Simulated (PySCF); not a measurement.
Gas-phase reaction: 4 C₃H₄ (propyne) ⇌ C₄H₈ (cyclic) + 4 C₂H₂ (acetylene)

Method: PySCF energies plus ideal-gas RRHO corrections (1 bar). 'Table' is the NASA 1993 thermochemical table (part measured, part estimated). † marks an energy on the PBE0/def2-TZVP geometry and frequencies; other levels use their own. MP2 and CCSD(T) freeze the core. All species are closed-shell singlets. B3LYP is the form with VWN-RPA correlation. MP2 isn't extrapolated to the basis-set limit; its ΔH°(298 K) is 211.1 kJ in def2-SVP and 204.3 kJ in def2-TZVPP. CCSD(T) isn't extrapolated to the basis-set limit. The harmonic model lacks anharmonicity and excited electronic states, which grow with temperature; levels with a mode under 35 cm⁻¹ are left out. The table's entry may be an old estimate for C₄H₈ (cyclic) (not checked at source).

```json
[
 {"level": "table", "ΔH°(298 K), kJ": "203.2", "minus table": "-", "ΔG°(2500 K), kJ": "-6.8"},
 {"level": "B3LYP/def2-TZVP†", "ΔH°(298 K), kJ": "227.9", "minus table": "24.7", "ΔG°(2500 K), kJ": "12.7"},
 {"level": "BLYP/def2-TZVP†", "ΔH°(298 K), kJ": "224.2", "minus table": "21.0", "ΔG°(2500 K), kJ": "9.1"},
 {"level": "CCSD(T)/def2-SVP†", "ΔH°(298 K), kJ": "203.5", "minus table": "0.3", "ΔG°(2500 K), kJ": "-11.7"},
 {"level": "M06-2X/def2-TZVP†", "ΔH°(298 K), kJ": "219.6", "minus table": "16.4", "ΔG°(2500 K), kJ": "4.4"},
 {"level": "MP2/def2-SVP†", "ΔH°(298 K), kJ": "211.1", "minus table": "7.9", "ΔG°(2500 K), kJ": "-4.0"},
 {"level": "PBE/def2-SVP", "ΔH°(298 K), kJ": "245.9", "minus table": "42.7", "ΔG°(2500 K), kJ": "37.2"},
 {"level": "PBE/def2-TZVP†", "ΔH°(298 K), kJ": "234.3", "minus table": "31.1", "ΔG°(2500 K), kJ": "19.2"},
 {"level": "PBE0/def2-QZVP†", "ΔH°(298 K), kJ": "231.6", "minus table": "28.4", "ΔG°(2500 K), kJ": "16.4"},
 {"level": "PBE0/def2-SVP†", "ΔH°(298 K), kJ": "244.4", "minus table": "41.2", "ΔG°(2500 K), kJ": "29.3"},
 {"level": "ωB97M-V/def2-TZVP†", "ΔH°(298 K), kJ": "207.8", "minus table": "4.6", "ΔG°(2500 K), kJ": "-7.4"}
]
```
